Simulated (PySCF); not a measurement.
Atomic charges by several schemes

Compound: silicon dioxide, SiO2.
Cartesian coordinates in Å at the PBE0-D3(BJ)/def2-SVP level; atoms count from 1:
```
atom  x, y, z in Å
O1    -1.509    0.184   -0.014
Si2    0.008    0.102   -0.008
O3     1.524    0.020   -0.003
```

Density: PBE0/pcSseg-1 (PySCF); schemes: Mulliken, IAO, Hirshfeld and ESP-fitted. Isolated species at its PBE0-D3(BJ)/def2-SVP geometry, gas phase.

Problem. Which atoms carry the highest charge in the Mulliken, IAO, Hirshfeld and ESP-fitted schemes?

Solution. All schemes agree: Mulliken Si2 (+1.135); IAO Si2 (+1.514); Hirshfeld Si2 (+0.747); ESP-fitted Si2 (+1.172).

Problem. Which atoms carry the lowest charge in the Mulliken, IAO, Hirshfeld and ESP-fitted schemes?

Solution. All schemes agree: Mulliken O1 and O3 (-0.567); IAO O1 and O3 (-0.757); Hirshfeld O1 and O3 (-0.373); ESP-fitted O1 and O3 (-0.586).

Problem. Tabulate the Mulliken, IAO, Hirshfeld and ESP-fitted charges.

Solution. In e:

| atom | environment | Mulliken | IAO | Hirshfeld | ESP-fitted |
| --- | --- | --- | --- | --- | --- |
| O1 | oxygen bonded to Si | -0.567 | -0.757 | -0.373 | -0.586 |
| Si2 | silicon bonded to 2 O | +1.135 | +1.514 | +0.747 | +1.172 |
| O3 | oxygen bonded to Si | -0.567 | -0.757 | -0.373 | -0.586 |

Mean size of the charges over all atoms: IAO 1.009 e, ESP-fitted 0.782 e, Mulliken 0.757 e, Hirshfeld 0.498 e. Each set sums to the total charge, 0, to within 0.001 e. The Hirshfeld scheme divides the density at each point in proportion to the densities of the neutral, spherically averaged free atoms. The IAO scheme counts the electrons in orthogonalised intrinsic atomic orbitals, a minimal basis polarised so that it spans the occupied orbitals exactly.

Problem. How many electrons does the Hirshfeld scheme count on O3?

Solution. Z − q = 8 − (-0.373) = 8.373.

Problem. Sum the charges by element, for elements with more than one atom.

Solution. 
```json
{"element": "O", "atoms": "2", "Mulliken": "-1.135", "IAO": "-1.514", "Hirshfeld": "-0.746", "ESP-fitted": "-1.172"}
```
